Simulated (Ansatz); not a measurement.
Ansatz (a first-principles code) input (B3LYP-D3(BJ)/def2-TZVP):

Ansatz 0.2 input:
```yaml
crystal:
  periodic: [false, false, false]
  atoms:
    - {symbol: S, position_ang: [-1.48972785, 0.15055511, 0.14858750]}
    - {symbol: C, position_ang: [0.02394272, -0.18227669, -0.33662989]}
    - {symbol: S, position_ang: [1.55343608, -0.00225180, 0.17902465]}
basis:
  gaussian:
    orbitals: def2-TZVP
hamiltonian:
  xc: b3lyp
  dispersion: d3bj
total_charge: -1
magnetization: {spin_polarized: true, initial_magnetization: 1}
relax: {f_tol: 0.002, max_steps: 150}
```

End of the output:

```
mean field evaluation 2: about -22709.2617 eV, gradient 1.2e1 eV
mean field evaluation 4: about -22709.9254 eV, gradient 7.0e-1 eV
mean field evaluation 8: about -22709.9676 eV, gradient 1.8e-2 eV
mean field evaluation 16: about -22709.9676 eV, gradient 1.4e-5 eV
mean field -22709.96761086 eV, -834.5759163301 hartree, gradient 1.4e-5 eV, S^2 0.755608; 1 other end points of the search recorded, 0 dependent functions left out
the calculation of the forces begins
reference -22709.96780021 eV, -834.5759232886 hartree; 20, 19 occupied and 85, 86 virtual orbitals, 722 factors
relax step   1: F+E_penalty+E_count = -22710.11173152 eV  Δ(F+E_penalty+E_count) = +0.000e0 eV  max|allowed force component| = 6.507e-1 eV/Å  Δτ_max = 0.0000 Å  (40 SCF iters, accepted)
these checks for a lower state are left out or cut short: starts, cluster_reference, orbital_swaps, neighbouring_geometries, increment
integrals: 0.03 GiB planned
722 factors; their error is unknown
mean field: 0.40 GiB planned
mean field -22709.98306729 eV, -834.5764843436 hartree, gradient 1.5e-5 eV, S^2 0.755695; 0 other end points of the search recorded, 0 dependent functions left out
the calculation of the forces begins
reference -22709.98325672 eV, -834.5764913051 hartree; 20, 19 occupied and 85, 86 virtual orbitals, 722 factors
relax step   2: F+E_penalty+E_count = -22710.12650336 eV  Δ(F+E_penalty+E_count) = -1.477e-2 eV  max|allowed force component| = 2.882e-1 eV/Å  Δτ_max = 0.0160 Å  (37 SCF iters, accepted)
these checks for a lower state are left out or cut short: starts, cluster_reference, orbital_swaps, neighbouring_geometries, increment
integrals: 0.03 GiB planned
722 factors; their error is unknown
mean field: 0.40 GiB planned
mean field evaluation 32: about -22709.9899 eV, gradient 3.5e-5 eV
mean field -22709.98985089 eV, -834.5767336363 hartree, gradient 1.8e-5 eV, S^2 0.755772; 0 other end points of the search recorded, 0 dependent functions left out
the calculation of the forces begins
reference -22709.99004040 eV, -834.5767406004 hartree; 20, 19 occupied and 85, 86 virtual orbitals, 722 factors
relax step   3: F+E_penalty+E_count = -22710.13248852 eV  Δ(F+E_penalty+E_count) = -5.985e-3 eV  max|allowed force component| = 4.816e-2 eV/Å  Δτ_max = 0.0193 Å  (37 SCF iters, accepted)
these checks for a lower state are left out or cut short: starts, cluster_reference, orbital_swaps, neighbouring_geometries, increment
integrals: 0.03 GiB planned
722 factors; their error is unknown
mean field: 0.40 GiB planned
mean field -22709.99000488 eV, -834.5767392953 hartree, gradient 9.9e-6 eV, S^2 0.755754; 0 other end points of the search recorded, 0 dependent functions left out
the calculation of the forces begins
reference -22709.99019432 eV, -834.5767462570 hartree; 20, 19 occupied and 85, 86 virtual orbitals, 722 factors
relax step   4: F+E_penalty+E_count = -22710.13264119 eV  Δ(F+E_penalty+E_count) = -1.527e-4 eV  max|allowed force component| = 1.359e-3 eV/Å  Δτ_max = 0.0037 Å  (38 SCF iters, accepted)
integrals: 0.03 GiB planned
722 factors; their error is unknown
mean field: 0.40 GiB planned
mean field evaluation 64: about -22709.9030 eV, gradient 1.5e0 eV
mean field -22709.99000488 eV, -834.5767392953 hartree, gradient 1.2e-5 eV, S^2 0.755754; 2 other end points of the search recorded, 0 dependent functions left out
the calculation of the forces begins
reference -22709.99019432 eV, -834.5767462570 hartree; 20, 19 occupied and 85, 86 virtual orbitals, 722 factors
Total energy: -22710.13283063 eV, -834.5819880448 hartree
Atom 0 at    -1.521289     0.144085     0.132580 Å, force     0.001182    -0.000409    -0.000669 eV/Å
Atom 1 at     0.024463    -0.166190    -0.305233 Å, force     0.000010     0.000697     0.001359 eV/Å
Atom 2 at     1.584477    -0.011869     0.163635 Å, force    -0.001192    -0.000288    -0.000690 eV/Å
Dipole moment:     0.001064     0.034656     0.067634 e Å
```
